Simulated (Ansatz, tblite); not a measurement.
# The cluster As₄+: rung by rung

Aim: run the doublet of the cluster As₄+ at one geometry on many levels, and compare frontier levels, spin and run time.

Computed with Ansatz 0.2.0, Gaussian basis. Level: as each input shows.

Levels to be run: GFN1-xTB, GFN2-xTB, PBE-D4/def2-TZVP, r2SCAN-D4/def2-TZVP, BLYP-D4/def2-TZVP, B2PLYP/def2-TZVP, PBE+10HF/def2-SVP, PBE+15HF/def2-SVP, PBE+40HF/def2-SVP, PBE-D4/def2-SVP, PBE0-D4/def2-SVP, CCSD(T)/def2-SVP, MP2/def2-TZVP, RPA/def2-TZVP.

2 further runs of the same task are left out: 2 set aside as unsound or not needed. Runs told in other sessions of the task aren't counted.

## Step 1: The relaxed structure

The doublet was relaxed beforehand with PBE-D4/def2-SVP. At that level it is the lowest of the isomers that a small search found.

4 atoms, charge 1, spin multiplicity 2.

Bond lengths: As1–As2 2.427 Å, As1–As4 2.427 Å, As2–As3 2.427 Å, As3–As4 2.427 Å. Angles: As2–As1–As4 66.7°, As1–As2–As3 66.7°, As2–As3–As4 66.7°, As1–As4–As3 66.7°.

The ion is computed in the gas phase, without counter-ions or solvent.

PBE0-D4/def2-TZVP was run before; its log isn't repeated, and its numbers join the tables.

## Step 2: GFN1-xTB

Tight binding, by tblite at 300 K electronic temperature and without a spin-polarisation term:

```python
tblite.interface.Calculator('GFN1-xTB', numbers, positions, charge=1, uhf=1).singlepoint()
```

Energy -244.2119 eV; 0.004 s.

## Step 3: GFN2-xTB

Tight binding, by tblite at 300 K electronic temperature and without a spin-polarisation term:

```python
tblite.interface.Calculator('GFN2-xTB', numbers, positions, charge=1, uhf=1).singlepoint()
```

Energy -247.3831 eV; 0.004 s.

## Step 4: PBE-D4/def2-TZVP

start.molden holds the orbitals of an earlier run on this state, given as this run's starting guess.

in.yaml

```yaml
crystal:
  periodic: [false, false, false]
  atoms:
    - {symbol: As, position_ang: [-0.857474, -0.112683, -1.270813]}
    - {symbol: As, position_ang: [0.928671, -1.223468, -0.059834]}
    - {symbol: As, position_ang: [0.953142, 1.190310, 0.193827]}
    - {symbol: As, position_ang: [-1.024349, 0.145842, 1.136811]}
basis:
  gaussian: {orbitals: def2-TZVP, initial_orbitals: start.molden}
total_charge: 1
magnetization: {spin_polarized: true, initial_magnetization: 1}
hamiltonian: {xc: pbe, dispersion: d4}
scf: {omitted_lower_state_checks: [starts]}
output: {orbitals: {seedname: orbitals}}
```

Launch:

```bash
$ ansatz run in.yaml --threads 4 --pin off --events-out ev --progress --plain --max-ram 4787MiB
```

The runs that follow: r2SCAN-D4/def2-TZVP; BLYP-D4/def2-TZVP; B2PLYP/def2-TZVP; PBE+10HF/def2-SVP; PBE+15HF/def2-SVP; PBE+40HF/def2-SVP; PBE-D4/def2-SVP; PBE0-D4/def2-SVP; CCSD(T)/def2-SVP; MP2/def2-TZVP; RPA/def2-TZVP.

**Question.** What will the summary of the whole plan be? Wanted: gap in def2-TZVP, named functionals, smallest and largest; gap over the share of exact exchange; correlation energy, CCSD(T)/def2-SVP; correlation energy, MP2/def2-TZVP; ⟨S²⟩ in def2-TZVP, named functionals, smallest and largest; PBE0 total energy, smallest basis above largest.

**Answer**, as computed:

| quantity | value |
| --- | --- |
| gap in def2-TZVP, named functionals, smallest and largest | 0.49 eV (BLYP-D4), 2.28 eV (PBE0-D4) |
| gap over the share of exact exchange | 0.57 eV at 0, 3.25 eV at 0.4 |
| correlation energy, CCSD(T)/def2-SVP | -25.09 eV |
| correlation energy, MP2/def2-TZVP | -27.59 eV |
| ⟨S²⟩ in def2-TZVP, named functionals, smallest and largest | 0.753, 0.762 |
| PBE0 total energy, smallest basis above largest | 30.22 eV (def2-SVP, def2-TZVP) |

Over the named functionals in def2-TZVP the gap runs from 0.49 eV (BLYP-D4) to 2.28 eV (PBE0-D4); exact exchange widens it. Raising the share of exact exchange from 0 to 0.4 moves the HOMO by -1.58 eV and the LUMO by +1.10 eV. Over the named functionals in def2-TZVP spin contamination reaches 0.01 (r2SCAN-D4), which is small.
